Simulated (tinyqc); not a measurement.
Inside a calculation (part 1 of 2). Method: coupled-perturbed Hartree-Fock on RHF in the sto-6g basis, for CH3-, spin multiplicity 1. The basis has no diffuse functions, so it cannot describe the extra electron: this is an exercise in the method, not the real anion. Computed by tinyqc, a small Python program that keeps every step (integrals from PySCF). Settings: charge = -1, multiplicity = 1, basis = sto-6g, method = RHF, energy threshold = 1e-10, iteration cap = 57, orthogonalisation = symmetric, start = Wolfsberg-Helmholz matrix, DIIS depth = 6. Command: `OMP_NUM_THREADS=1 python tinyqc.py 24729 24730 out.jsonl` (the two numbers bound the seeds that draw the settings). One thread of a shared host (Intel(R) Xeon(R) Processor @ 2.60GHz), about 0.3 s of CPU time with the checks. The early iterations of the SCF are left out here.

## One-electron integrals

Geometry (angstrom):
```
atom,x,y,z
C,0.000000,0.000000,0.018000
H,1.182000,0.000000,0.000000
H,-0.591000,1.023000,0.000000
H,-0.591000,-1.023000,0.000000
```

Basis sto-6g: exponents (1/bohr^2) and contraction coefficients of normalised primitives:
```
element,l (shell),exponent,coefficient
C,s (1),742.737049,0.009164
C,s (1),136.180025,0.049361
C,s (1),38.098264,0.168538
C,s (1),13.087782,0.370563
C,s (1),5.082369,0.416492
C,s (1),2.093200,0.130334
C,s (2),30.497239,-0.013253
C,s (2),6.036200,-0.046992
C,s (2),1.876046,-0.033785
C,s (2),0.721783,0.250242
C,s (2),0.313471,0.595117
C,s (2),0.143687,0.240706
C,p (3),30.497239,0.003760
C,p (3),6.036200,0.037679
C,p (3),1.876046,0.173897
C,p (3),0.721783,0.418036
C,p (3),0.313471,0.425860
C,p (3),0.143687,0.101708
H,s (1),35.523221,0.009164
H,s (1),6.513144,0.049361
H,s (1),1.822143,0.168538
H,s (1),0.625955,0.370563
H,s (1),0.243077,0.416492
H,s (1),0.100112,0.130334
```

Overlap, kinetic and nuclear-attraction integrals over the contracted functions; the nuclear repulsion is the sum of Za Zb / Rab.

nuclear repulsion = 8.83580551 hartree

overlap S, lower triangle:
```
,1C 1s,1C 2s,1C 2px,1C 2py,1C 2pz,2H 1s,3H 1s,4H 1s
1C 1s,1.000000
1C 2s,0.243228,1.000000
1C 2px,0.000000,0.000000,1.000000
1C 2py,0.000000,0.000000,0.000000,1.000000
1C 2pz,0.000000,0.000000,0.000000,0.000000,1.000000
2H 1s,0.052317,0.439746,0.434265,0.000000,-0.006613,1.000000
3H 1s,0.052384,0.440048,-0.217338,0.376204,-0.006619,0.111187,1.000000
4H 1s,0.052384,0.440048,-0.217338,-0.376204,-0.006619,0.111187,0.111360,1.000000
```

kinetic energy T (hartree), lower triangle:
```
,1C 1s,1C 2s,1C 2px,1C 2py,1C 2pz,2H 1s,3H 1s,4H 1s
1C 1s,16.068641
1C 2s,-0.492789,0.492405
1C 2px,0.000000,0.000000,1.479234
1C 2py,0.000000,0.000000,0.000000,1.479234
1C 2pz,0.000000,0.000000,0.000000,0.000000,1.479234
2H 1s,-0.009119,0.078692,0.210163,0.000000,-0.003200,0.768522
3H 1s,-0.009114,0.078846,-0.105275,0.182227,-0.003206,-0.011920,0.768522
4H 1s,-0.009114,0.078846,-0.105275,-0.182227,-0.003206,-0.011920,-0.011915,0.768522
```

nuclear attraction V (hartree), lower triangle:
```
,1C 1s,1C 2s,1C 2px,1C 2py,1C 2pz,2H 1s,3H 1s,4H 1s
1C 1s,-35.351316
1C 2s,-3.945165,-6.478526
1C 2px,0.000021,0.000185,-6.532549
1C 2py,0.000000,0.000000,0.000000,-6.532552
1C 2pz,0.000695,0.007004,-0.000003,0.000000,-6.369799
2H 1s,-0.952372,-2.364663,-2.165346,0.000000,0.034448,-4.402500
3H 1s,-0.953601,-2.366744,1.083985,-1.876259,0.034488,-0.542319,-4.403776
4H 1s,-0.953601,-2.366744,1.083985,1.876259,0.034488,-0.542319,-0.543186,-4.403776
```

core Hamiltonian H = T + V (hartree), lower triangle:
```
,1C 1s,1C 2s,1C 2px,1C 2py,1C 2pz,2H 1s,3H 1s,4H 1s
1C 1s,-19.282676
1C 2s,-4.437954,-5.986121
1C 2px,0.000021,0.000185,-5.053315
1C 2py,0.000000,0.000000,0.000000,-5.053318
1C 2pz,0.000695,0.007004,-0.000003,0.000000,-4.890564
2H 1s,-0.961491,-2.285971,-1.955183,0.000000,0.031247,-3.633978
3H 1s,-0.962715,-2.287897,0.978710,-1.694031,0.031281,-0.554239,-3.635254
4H 1s,-0.962715,-2.287897,0.978710,1.694031,0.031281,-0.554239,-0.555102,-3.635254
```

## Two-electron integrals

Functions are numbered as in S; the eight-fold symmetry (ij|kl) = (ji|kl) = (kl|ij) leaves the list below.

Two-electron integrals (ij|kl) in chemists' order, unique and non-zero (hartree):
```
i,j,k,l,(ij|kl)
1,1,1,1,3.543743
2,1,1,1,0.529462
2,1,2,1,0.100317
2,2,1,1,0.853596
2,2,2,1,0.199930
2,2,2,2,0.624844
3,1,3,1,0.021271
3,2,3,1,0.031868
3,2,3,2,0.138108
3,3,1,1,0.853598
3,3,2,1,0.199930
3,3,2,2,0.624843
3,3,3,3,0.673218
4,1,4,1,0.021271
4,2,4,1,0.031868
4,2,4,2,0.138108
4,3,4,3,0.036281
4,4,1,1,0.853598
4,4,2,1,0.199930
4,4,2,2,0.624843
4,4,3,3,0.600655
4,4,4,4,0.673218
5,1,5,1,0.021271
5,2,5,1,0.031868
5,2,5,2,0.138108
5,3,5,3,0.036281
5,4,5,4,0.036281
5,5,1,1,0.853598
5,5,2,1,0.199930
5,5,2,2,0.624843
5,5,3,3,0.600655
5,5,4,4,0.600655
5,5,5,5,0.673218
6,1,1,1,0.120033
6,1,2,1,0.021892
6,1,2,2,0.042916
6,1,3,1,0.001435
6,1,3,2,0.002779
6,1,3,3,0.043240
6,1,4,4,0.042754
6,1,5,1,-0.000022
6,1,5,2,-0.000042
6,1,5,3,-0.000007
6,1,5,5,0.042754
6,1,6,1,0.004913
6,2,1,1,0.287442
6,2,2,1,0.068324
6,2,2,2,0.235151
6,2,3,1,0.006948
6,2,3,2,0.046390
6,2,3,3,0.246306
6,2,4,4,0.229571
6,2,5,1,-0.000106
6,2,5,2,-0.000706
6,2,5,3,-0.000255
6,2,5,5,0.229575
6,2,6,1,0.015389
6,2,6,2,0.117071
6,3,1,1,0.247523
6,3,2,1,0.059660
6,3,2,2,0.217393
6,3,3,1,0.012530
6,3,3,2,0.076870
6,3,3,3,0.239058
6,3,4,4,0.206559
6,3,5,1,-0.000079
6,3,5,2,-0.000600
6,3,5,3,-0.000357
6,3,5,5,0.206562
6,3,6,1,0.014087
6,3,6,2,0.128474
6,3,6,3,0.152608
6,4,4,1,0.007318
6,4,4,2,0.037447
6,4,4,3,0.009049
6,4,5,4,-0.000138
6,4,6,4,0.014243
6,5,1,1,-0.003769
6,5,2,1,-0.000909
6,5,2,2,-0.003311
6,5,3,1,-0.000079
6,5,3,2,-0.000600
6,5,3,3,-0.003365
6,5,4,4,-0.003146
6,5,5,1,0.007319
6,5,5,2,0.037456
6,5,5,3,0.009053
6,5,5,5,-0.003421
6,5,6,1,-0.000215
6,5,6,2,-0.001956
6,5,6,3,-0.002107
6,5,6,5,0.014275
6,6,1,1,0.440531
6,6,2,1,0.106758
6,6,2,2,0.416868
6,6,3,1,0.013548
6,6,3,2,0.120951
6,6,3,3,0.460601
6,6,4,4,0.394994
6,6,5,1,-0.000206
6,6,5,2,-0.001842
6,6,5,3,-0.000999
6,6,5,5,0.395009
6,6,6,1,0.024461
6,6,6,2,0.264145
6,6,6,3,0.320135
6,6,6,5,-0.004875
6,6,6,6,0.774999
7,1,1,1,0.120188
7,1,2,1,0.021920
7,1,2,2,0.042971
7,1,3,1,-0.000719
7,1,3,2,-0.001392
7,1,3,3,0.042930
7,1,4,1,0.001244
7,1,4,2,0.002409
7,1,4,3,-0.000211
7,1,4,4,0.043174
7,1,5,1,-0.000022
7,1,5,2,-0.000042
7,1,5,3,3.71e-06
7,1,5,4,-0.000006
7,1,5,5,0.042808
7,1,6,1,0.004760
7,1,6,2,0.014363
7,1,6,3,0.012244
7,1,6,4,0.000531
7,1,6,5,-0.000200
7,1,6,6,0.022302
7,1,7,1,0.004926
7,2,1,1,0.287699
7,2,2,1,0.068384
7,2,2,2,0.235345
7,2,3,1,-0.003479
7,2,3,2,-0.023222
7,2,3,3,0.233952
7,2,4,1,0.006021
7,2,4,2,0.040197
7,2,4,3,-0.007253
7,2,4,4,0.242317
7,2,5,1,-0.000106
7,2,5,2,-0.000707
7,2,5,3,0.000128
7,2,5,4,-0.000221
7,2,5,5,0.229765
7,2,6,1,0.014357
7,2,6,2,0.082533
7,2,6,3,0.071188
7,2,6,4,0.009785
7,2,6,5,-0.001342
7,2,6,6,0.144188
7,2,7,1,0.015422
7,2,7,2,0.117244
7,3,1,1,-0.123906
7,3,2,1,-0.029865
7,3,2,2,-0.108817
7,3,3,1,0.008631
7,3,3,2,0.047354
7,3,3,3,-0.114258
7,3,4,1,-0.002259
7,3,4,2,-0.017086
7,3,4,3,0.010964
7,3,4,4,-0.108797
7,3,5,1,0.000040
7,3,5,2,0.000301
7,3,5,3,-0.000193
7,3,5,4,0.000095
7,3,5,5,-0.103395
7,3,6,1,-0.005661
7,3,6,2,-0.027127
7,3,6,3,-0.015146
7,3,6,4,-0.002309
7,3,6,5,0.000434
7,3,6,6,-0.039539
7,3,7,1,-0.007061
7,3,7,2,-0.064351
7,3,7,3,0.048930
7,4,1,1,0.214477
7,4,2,1,0.051695
7,4,2,2,0.188358
7,4,3,1,-0.002259
7,4,3,2,-0.017086
7,4,3,3,0.182092
7,4,4,1,0.011237
7,4,4,2,0.067059
7,4,4,3,-0.009935
7,4,4,4,0.204009
7,4,5,1,-0.000069
7,4,5,2,-0.000520
7,4,5,3,0.000095
7,4,5,4,-0.000303
7,4,5,5,0.178973
7,4,6,1,0.010861
7,4,6,2,0.066523
7,4,6,3,0.057128
7,4,6,4,0.016520
7,4,6,5,-0.001060
7,4,6,6,0.116867
7,4,7,1,0.012222
7,4,7,2,0.111389
7,4,7,3,-0.060000
7,4,7,4,0.118125
7,5,1,1,-0.003774
7,5,2,1,-0.000910
7,5,2,2,-0.003314
7,5,3,1,0.000040
7,5,3,2,0.000301
7,5,3,3,-0.003204
7,5,4,1,-0.000069
7,5,4,2,-0.000520
7,5,4,3,0.000095
7,5,4,4,-0.003314
7,5,5,1,0.007327
7,5,5,2,0.037492
7,5,5,3,-0.004532
7,5,5,4,0.007845
7,5,5,5,-0.003425
7,5,6,1,-0.000200
7,5,6,2,-0.001343
7,5,6,3,-0.001135
7,5,6,4,-0.000155
7,5,6,5,0.009353
7,5,6,6,-0.002482
7,5,7,1,-0.000215
7,5,7,2,-0.001960
7,5,7,3,0.001056
7,5,7,4,-0.001827
7,5,7,5,0.014300
7,6,1,1,0.064801
7,6,2,1,0.015445
7,6,2,2,0.054929
7,6,3,1,0.000656
7,6,3,2,0.004633
7,6,3,3,0.055418
7,6,4,1,0.001136
7,6,4,2,0.008022
7,6,4,3,0.000362
7,6,4,4,0.055835
7,6,5,1,-0.000040
7,6,5,2,-0.000282
7,6,5,3,-0.000038
7,6,5,4,-0.000066
7,6,5,5,0.053535
7,6,6,1,0.003385
7,6,6,2,0.024297
7,6,6,3,0.024737
7,6,6,4,0.002632
7,6,6,5,-0.000446
7,6,6,6,0.051055
7,6,7,1,0.003389
7,6,7,2,0.024313
7,6,7,3,-0.010098
7,6,7,4,0.022746
7,6,7,5,-0.000447
7,6,7,6,0.006219
7,7,1,1,0.440722
7,7,2,1,0.106803
7,7,2,2,0.417011
7,7,3,1,-0.006782
7,7,3,2,-0.060531
7,7,3,3,0.411551
7,7,4,1,0.011739
7,7,4,2,0.104776
7,7,4,3,-0.028431
7,7,4,4,0.444339
7,7,5,1,-0.000207
7,7,5,2,-0.001844
7,7,5,3,0.000500
7,7,5,4,-0.000866
7,7,5,5,0.395142
7,7,6,1,0.022283
7,7,6,2,0.144115
7,7,6,3,0.120938
7,7,6,4,0.024211
7,7,6,5,-0.002481
7,7,6,6,0.257756
7,7,7,1,0.024502
7,7,7,2,0.264369
7,7,7,3,-0.160253
7,7,7,4,0.277392
7,7,7,5,-0.004881
7,7,7,6,0.051055
7,7,7,7,0.774999
8,1,1,1,0.120188
8,1,2,1,0.021920
8,1,2,2,0.042971
8,1,3,1,-0.000719
8,1,3,2,-0.001392
8,1,3,3,0.042930
8,1,4,1,-0.001244
8,1,4,2,-0.002409
8,1,4,3,0.000211
8,1,4,4,0.043174
8,1,5,1,-0.000022
8,1,5,2,-0.000042
8,1,5,3,3.71e-06
8,1,5,4,0.000006
8,1,5,5,0.042808
8,1,6,1,0.004760
8,1,6,2,0.014363
8,1,6,3,0.012244
8,1,6,4,-0.000531
8,1,6,5,-0.000200
8,1,6,6,0.022302
8,1,7,1,0.004766
8,1,7,2,0.014376
8,1,7,3,-0.006590
8,1,7,4,0.010344
8,1,7,5,-0.000201
8,1,7,6,0.003203
8,1,7,7,0.022312
8,1,8,1,0.004926
8,2,1,1,0.287699
8,2,2,1,0.068384
8,2,2,2,0.235345
8,2,3,1,-0.003479
8,2,3,2,-0.023222
8,2,3,3,0.233952
8,2,4,1,-0.006021
8,2,4,2,-0.040197
8,2,4,3,0.007253
8,2,4,4,0.242317
8,2,5,1,-0.000106
8,2,5,2,-0.000707
8,2,5,3,0.000128
8,2,5,4,0.000221
8,2,5,5,0.229765
8,2,6,1,0.014357
8,2,6,2,0.082533
8,2,6,3,0.071188
8,2,6,4,-0.009785
8,2,6,5,-0.001342
8,2,6,6,0.144188
8,2,7,1,0.014376
8,2,7,2,0.082610
8,2,7,3,-0.044126
8,2,7,4,0.056787
8,2,7,5,-0.001344
8,2,7,6,0.018349
8,2,7,7,0.144254
8,2,8,1,0.015422
8,2,8,2,0.117244
8,3,1,1,-0.123906
8,3,2,1,-0.029865
8,3,2,2,-0.108817
8,3,3,1,0.008631
8,3,3,2,0.047354
8,3,3,3,-0.114258
8,3,4,1,0.002259
8,3,4,2,0.017086
8,3,4,3,-0.010964
8,3,4,4,-0.108797
8,3,5,1,0.000040
8,3,5,2,0.000301
8,3,5,3,-0.000193
8,3,5,4,-0.000095
8,3,5,5,-0.103395
8,3,6,1,-0.005661
8,3,6,2,-0.027127
8,3,6,3,-0.015146
8,3,6,4,0.002309
8,3,6,5,0.000434
8,3,6,6,-0.039539
8,3,7,1,-0.006590
8,3,7,2,-0.044126
8,3,7,3,0.032401
8,3,7,4,-0.029753
8,3,7,5,0.000702
8,3,7,6,-0.007581
8,3,7,7,-0.081549
8,3,8,1,-0.007061
8,3,8,2,-0.064351
8,3,8,3,0.048930
8,4,1,1,-0.214477
8,4,2,1,-0.051695
8,4,2,2,-0.188358
8,4,3,1,0.002259
8,4,3,2,0.017086
8,4,3,3,-0.182092
8,4,4,1,0.011237
8,4,4,2,0.067059
8,4,4,3,-0.009935
8,4,4,4,-0.204009
8,4,5,1,0.000069
8,4,5,2,0.000520
8,4,5,3,-0.000095
8,4,5,4,-0.000303
8,4,5,5,-0.178973
8,4,6,1,-0.010861
8,4,6,2,-0.066523
8,4,6,3,-0.057128
8,4,6,4,0.016520
8,4,6,5,0.001060
8,4,6,6,-0.116867
8,4,7,1,-0.010344
8,4,7,2,-0.056787
8,4,7,3,0.029753
8,4,7,4,-0.030962
8,4,7,5,0.000906
8,4,7,6,-0.013121
8,4,7,7,-0.092674
8,4,8,1,-0.012222
8,4,8,2,-0.111389
8,4,8,3,0.060000
8,4,8,4,0.118125
8,5,1,1,-0.003774
8,5,2,1,-0.000910
8,5,2,2,-0.003314
8,5,3,1,0.000040
8,5,3,2,0.000301
8,5,3,3,-0.003204
8,5,4,1,0.000069
8,5,4,2,0.000520
8,5,4,3,-0.000095
8,5,4,4,-0.003314
8,5,5,1,0.007327
8,5,5,2,0.037492
8,5,5,3,-0.004532
8,5,5,4,-0.007845
8,5,5,5,-0.003425
8,5,6,1,-0.000200
8,5,6,2,-0.001343
8,5,6,3,-0.001135
8,5,6,4,0.000155
8,5,6,5,0.009353
8,5,6,6,-0.002482
8,5,7,1,-0.000201
8,5,7,2,-0.001344
8,5,7,3,0.000702
8,5,7,4,-0.000906
8,5,7,5,0.009363
8,5,7,6,-0.000327
8,5,7,7,-0.002484
8,5,8,1,-0.000215
8,5,8,2,-0.001960
8,5,8,3,0.001056
8,5,8,4,0.001827
8,5,8,5,0.014300
8,6,1,1,0.064801
8,6,2,1,0.015445
8,6,2,2,0.054929
8,6,3,1,0.000656
8,6,3,2,0.004633
8,6,3,3,0.055418
8,6,4,1,-0.001136
8,6,4,2,-0.008022
8,6,4,3,-0.000362
8,6,4,4,0.055835
8,6,5,1,-0.000040
8,6,5,2,-0.000282
8,6,5,3,-0.000038
8,6,5,4,0.000066
8,6,5,5,0.053535
8,6,6,1,0.003385
8,6,6,2,0.024297
8,6,6,3,0.024737
8,6,6,4,-0.002632
8,6,6,5,-0.000446
8,6,6,6,0.051055
8,6,7,1,0.003203
8,6,7,2,0.018349
8,6,7,3,-0.007581
8,6,7,4,0.013121
8,6,7,5,-0.000327
8,6,7,6,0.004906
8,6,7,7,0.031735
8,6,8,1,0.003389
8,6,8,2,0.024313
8,6,8,3,-0.010098
8,6,8,4,-0.022746
8,6,8,5,-0.000447
8,6,8,6,0.006219
8,7,1,1,0.064902
8,7,2,1,0.015469
8,7,2,2,0.055016
8,7,3,1,-0.001314
8,7,3,2,-0.009284
8,7,3,3,0.056135
8,7,4,4,0.055293
8,7,5,1,-0.000040
8,7,5,2,-0.000283
8,7,5,3,0.000077
8,7,5,5,0.053618
8,7,6,1,0.003204
8,7,6,2,0.018361
8,7,6,3,0.015167
8,7,6,5,-0.000327
8,7,6,6,0.031773
8,7,7,1,0.003394
8,7,7,2,0.024354
8,7,7,3,-0.014688
8,7,7,4,0.020146
8,7,7,5,-0.000447
8,7,7,6,0.004913
8,7,7,7,0.051148
8,7,8,1,0.003394
8,7,8,2,0.024354
8,7,8,3,-0.014688
8,7,8,4,-0.020146
8,7,8,5,-0.000447
8,7,8,6,0.004913
8,7,8,7,0.006239
8,8,1,1,0.440722
8,8,2,1,0.106803
8,8,2,2,0.417011
8,8,3,1,-0.006782
8,8,3,2,-0.060531
8,8,3,3,0.411551
8,8,4,1,-0.011739
8,8,4,2,-0.104776
8,8,4,3,0.028431
8,8,4,4,0.444339
8,8,5,1,-0.000207
8,8,5,2,-0.001844
8,8,5,3,0.000500
8,8,5,4,0.000866
8,8,5,5,0.395142
8,8,6,1,0.022283
8,8,6,2,0.144115
8,8,6,3,0.120938
8,8,6,4,-0.024211
8,8,6,5,-0.002481
8,8,6,6,0.257756
8,8,7,1,0.022312
8,8,7,2,0.144254
8,8,7,3,-0.081549
8,8,7,4,0.092674
8,8,7,5,-0.002484
8,8,7,6,0.031735
8,8,7,7,0.257875
8,8,8,1,0.024502
8,8,8,2,0.264369
8,8,8,3,-0.160253
8,8,8,4,-0.277392
8,8,8,5,-0.004881
8,8,8,6,0.051055
8,8,8,7,0.051148
8,8,8,8,0.774999
```

## Orthogonalisation

S = U s U^T; symmetric (Loewdin) form X = U s^(-1/2) U^T, so that X^T S X = 1.

eigenvalues of S: 0.317154  0.409381  0.409511  0.967659  1.000375  1.479259  1.479361  1.937301

X, lower triangle:
```
,1C 1s,1C 2s,1C 2px,1C 2py,1C 2pz,2H 1s,3H 1s,4H 1s
1C 1s,1.026397
1C 2s,-0.154876,1.329981
1C 2px,0.000014,-0.000221,1.153963
1C 2py,0.000000,0.000000,0.000000,1.154010
1C 2pz,0.000418,-0.004516,0.000004,0.000000,1.000066
2H 1s,0.021688,-0.287561,-0.300539,0.000000,0.004247,1.205129
3H 1s,0.021697,-0.287909,0.150469,-0.260461,0.004254,-0.025638,1.205471
4H 1s,0.021697,-0.287909,0.150469,0.260461,0.004254,-0.025638,-0.025638,1.205471
```

## Starting guess

The start is the generalised Wolfsberg-Helmholz matrix (K = 1.75) built on H; D = 2 C_occ C_occ^T.

D at the start, lower triangle:
```
,1C 1s,1C 2s,1C 2px,1C 2py,1C 2pz,2H 1s,3H 1s,4H 1s
1C 1s,2.043408
1C 2s,-0.154732,0.801114
1C 2px,-0.000095,0.000370,1.117865
1C 2py,0.000000,0.000000,0.000000,1.117687
1C 2pz,-0.004763,0.016533,-0.000008,0.000000,1.999797
2H 1s,-0.142426,0.310853,0.472580,0.000000,-0.003052,0.323697
3H 1s,-0.142492,0.310888,-0.236223,0.409300,-0.003056,0.024157,0.323934
4H 1s,-0.142492,0.310888,-0.236223,-0.409300,-0.003056,0.024157,0.024160,0.323934
```

## Iteration 8 (converged): orbitals

converged F (hartree), lower triangle:
```
,1C 1s,1C 2s,1C 2px,1C 2py,1C 2pz,2H 1s,3H 1s,4H 1s
1C 1s,-10.547116
1C 2s,-2.724952,-0.893733
1C 2px,0.000003,0.000172,0.308212
1C 2py,0.000000,0.000000,0.000000,0.308093
1C 2pz,0.001474,0.002281,-0.000006,0.000000,0.216451
2H 1s,-0.591119,-0.440927,-0.226118,0.000000,0.005080,-0.051250
3H 1s,-0.591864,-0.441258,0.113129,-0.195852,0.005083,-0.119620,-0.051573
4H 1s,-0.591864,-0.441258,0.113129,0.195852,0.005083,-0.119620,-0.119795,-0.051573
```

Diagonalise F' = X^T F X, C = X C', fill 5 alpha and 5 beta electrons from the bottom; D = 2 C_occ C_occ^T. Each column has its largest component positive (the first on a tie).

F' = X^T F X (hartree), lower triangle:
```
,1,2,3,4,5,6,7,8
1,-10.336935
2,-1.485949,0.071376
3,-0.000003,-0.000136,0.655087
4,0.000000,0.000000,0.000000,0.655027
5,0.002395,-0.006684,0.000000,0.000000,0.216609
6,-0.082236,-0.395677,-0.483960,0.000000,0.007538,0.353458
7,-0.082472,-0.396023,0.242178,-0.419303,0.007544,-0.042710,0.353676
8,-0.082472,-0.396023,0.242178,0.419303,0.007544,-0.042710,-0.042729,0.353676
```

orbital energies (hartree): MO1 -10.550106, MO2 -0.382851, MO3 -0.081203, MO4 -0.081191, MO5 0.216363, MO6 0.935814, MO7 1.132513, MO8 1.132636

coefficients C:
```
,MO1,MO2,MO3,MO4,MO5,MO6,MO7,MO8
1C 1s,0.995208,-0.198340,0.000000,-0.000057,-0.005204,-0.221548,0.000406,0.000000
1C 2s,0.021827,0.590588,0.000000,0.000290,0.025284,1.300544,-0.002713,0.000000
1C 2px,-0.000004,-0.000164,0.000000,0.436933,-0.000001,0.001742,1.129744,0.000000
1C 2py,0.000000,0.000000,0.437009,0.000000,0.000000,0.000000,0.000000,1.129797
1C 2pz,-0.000216,-0.005195,0.000000,0.000004,0.999697,-0.028037,0.000053,0.000000
2H 1s,-0.004177,0.269038,0.000000,0.594340,-0.007050,-0.675627,-0.863131,0.000000
3H 1s,-0.004181,0.269321,0.514586,-0.296952,-0.007040,-0.673691,0.433637,-0.748902
4H 1s,-0.004181,0.269321,-0.514586,-0.296952,-0.007040,-0.673691,0.433637,0.748902
```

D after iteration 8, lower triangle:
```
,1C 1s,1C 2s,1C 2px,1C 2py,1C 2pz,2H 1s,3H 1s,4H 1s
1C 1s,2.059611
1C 2s,-0.191092,0.699819
1C 2px,0.000008,0.000059,0.381822
1C 2py,0.000000,0.000000,0.000000,0.381953
1C 2pz,-0.008775,0.044408,0.000003,0.000000,1.998843
2H 1s,-0.115030,0.317586,0.519285,0.000000,-0.016884,0.851376
3H 1s,-0.115048,0.317404,-0.259585,0.449757,-0.016874,-0.207932,0.851160
4H 1s,-0.115048,0.317404,-0.259585,-0.449757,-0.016874,-0.207932,-0.208036,0.851160
```

## Convergence

Stop when the energy changes by less than 1e-10 hartree and every element of the error matrix X^T (F D S - S D F) X is below 3e-06.

Course of the cycle:
```
iteration,E (hartree),change,largest element of the error matrix
1,-38.71943891,-,5.58e-01
2,-39.14371295,-4.24e-01,8.19e-02
3,-39.15396030,-1.02e-02,1.39e-02
4,-39.15455975,-5.99e-04,2.44e-03
5,-39.15457578,-1.60e-05,9.30e-05
6,-39.15457580,-2.10e-08,1.92e-05
7,-39.15457580,-5.37e-10,1.10e-06
8,-39.15457580,-1.77e-12,2.81e-08
```

PySCF RHF in the same basis = -39.15457580 hartree

Converged in 8 iterations.

## Populations, bond orders and dipole

Mulliken: Z minus the diagonal of D S on the atom; Loewdin: the same with S^(1/2) D S^(1/2); Mayer order: 2 sum_s sum (D(s) S)_ij (D(s) S)_ji over the two atoms.

Charges (e):
```
atom,Mulliken,Loewdin
1C,-0.507102,-0.568403
2H,-0.164396,-0.143961
3H,-0.164251,-0.143818
4H,-0.164251,-0.143818
```

Mayer bond orders:
```
pair,order
2-1,0.946310
3-1,0.946374
3-2,0.013332
4-1,0.946374
4-2,0.013332
4-3,0.013316
```

dipole moment about the origin, x y z (debye): -0.000535  0.000000  -0.144922
